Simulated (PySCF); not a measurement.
Ionisation energies (eV) were calculated with PySCF 2.14 by LDA, MP2 (valence), PBE, in another order, as differences of total energies without spin-orbit coupling. The measured values are between term centres (NIST).

| species | measured | A | B | C |
| --- | --- | --- | --- | --- |
| F⁺ (ANO-RCC-VTZP, spin-free X2C) | 34.950 | 34.663 | 35.452 | 35.283 |
| P (ANO-RCC-VTZP, spin-free X2C) | 10.526 | 10.475 | 10.482 | 10.563 |
| S (ANO-RCC-VTZP, spin-free X2C) | 10.336 | 9.956 | 10.408 | 10.539 |
| Mn⁺ (ANO-RCC-VTZP, spin-free X2C) | 15.640 | 15.305 | 16.298 | 16.543 |
| Ga (ANO-RCC-VTZP, spin-free X2C) | 5.931 | 5.676 | 5.983 | 6.068 |
| Se (ANO-RCC-VTZP, spin-free X2C) | 9.635 | 9.227 | 9.634 | 9.876 |
| Gd (ANO-RCC-VTZP, spin-free X2C) | 6.163 | 5.891 | 6.075 | 6.303 |
| Pb⁺ (ANO-RCC-VTZP, spin-free X2C) | 13.869 | 13.416 | 13.728 | 13.947 |

Question: Which column is which method?

Answer: A is MP2 (valence) (mean error -0.31 eV); B is PBE (mean error 0.13 eV); C is LDA (mean error 0.26 eV). Valence MP2 in a finite basis recovers only part of the missing correlation, so it stays below experiment on average. PBE, with gradient corrections, lies close to experiment on average, with errors of both signs. LDA overbinds the outer electron and comes out highest.
